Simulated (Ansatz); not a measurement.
# C2H4S: the cost of one run

The runs use Ansatz 0.2.0, Gaussian basis; cc-pV(Q+d)Z, core rule «outside noble gas», up to 7 orbitals frozen.

To be run: UHF; CCSD(T) on RHF; BCCD(T) on RHF.

18 further runs of the same task are left out: 1 that didn't finish, 17 set aside as unsound or not needed.

## (1) What is computed

The geometry is an MP2(full)/6-31G* stationary point (not a proven minimum).

7 atoms, charge 0, spin multiplicity 1.

Atoms are counted from 1 here; the program's logs count them from 0.

Bond lengths: C1–S2 1.814 Å, C1–C3 1.479 Å, C1–H4 1.085 Å, C1–H5 1.085 Å, S2–C3 1.814 Å, C3–H6 1.085 Å, C3–H7 1.085 Å. Angles: S2–C1–C3 65.9°, S2–C1–H4 115.6°, S2–C1–H5 115.6°, C3–C1–H4 118.1°, C3–C1–H5 118.1°, H4–C1–H5 114.8°, C1–S2–C3 48.1°, C1–C3–S2 65.9°, C1–C3–H6 118.1°, C1–C3–H7 118.1°, S2–C3–H6 115.6°, S2–C3–H7 115.6°, H6–C3–H7 114.8°.

## (2) UHF

File in.yaml:

```yaml
crystal:
  periodic: [false, false, false]
  atoms:
    - {symbol: C, position_ang: [0.000000, -0.739719, -0.864068]}
    - {symbol: S, position_ang: [0.000000, 0.000000, 0.791740]}
    - {symbol: C, position_ang: [0.000000, 0.739719, -0.864068]}
    - {symbol: H, position_ang: [-0.913940, -1.250142, -1.148628]}
    - {symbol: H, position_ang: [0.913940, -1.250142, -1.148628]}
    - {symbol: H, position_ang: [0.913940, 1.250142, -1.148628]}
    - {symbol: H, position_ang: [-0.913940, 1.250142, -1.148628]}
basis:
  gaussian: {orbitals: "cc-pV(Q+d)Z.json"}
magnetization: {spin_polarized: true, initial_magnetization: 0}
hamiltonian: {xc: hf}
output: {orbitals: {seedname: orbitals}}
```

Started as:

```
$ ansatz run in.yaml --threads 1 --pin off --events-out ev --progress --plain --max-ram 3956MiB --backend cpu
```

What time and memory should one allow on 1 thread of AMD EPYC 7R13, shared host?

About 7 s, with a peak of 0.81 GiB.
